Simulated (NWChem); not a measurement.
Correlation energy of propene (C3H6)

```
C
C 1 1.3339
H 2 1.0932 1 121.53
H 2 1.0953 3 116.99 1 180.00
H 1 1.0980 2 118.42 3 0.00
C 1 1.4929 5 116.03 2 180.00
H 6 1.1001 1 111.77 5 180.00
H 6 1.1031 7 108.13 1 -122.62
H 6 1.1031 7 108.13 8 -114.77
```
Charge 0, spin multiplicity 1.

Program: NWChem. All single points use one geometry, from PBE0/def2-SVP, a minimum by its harmonic frequencies.

Basis set: def2-SVP. Each correlation energy counts from its own Hartree-Fock reference.

The correlated methods keep 3 core orbitals frozen. No row is a measurement; the coupled-cluster row has its own basis-set and correlation limits.

| method | correlation energy (mHa) |
|---|---|
| MP2 | -417.7 |
| SCS-MP2 | ? |
| CR-CCSD[T] | -471.3 |
| CR-CCSD(T) | ? |
| CCSD | ? |
| CCSD+T(CCSD) | -474.8 |
| CCSD(T) | ? |

Question: Fill in the missing entries.

Answer: 
- SCS-MP2, correlation energy (mHa): -421.1
- CR-CCSD(T), correlation energy (mHa): -471.0
- CCSD, correlation energy (mHa): -459.5
- CCSD(T), correlation energy (mHa): -474.4
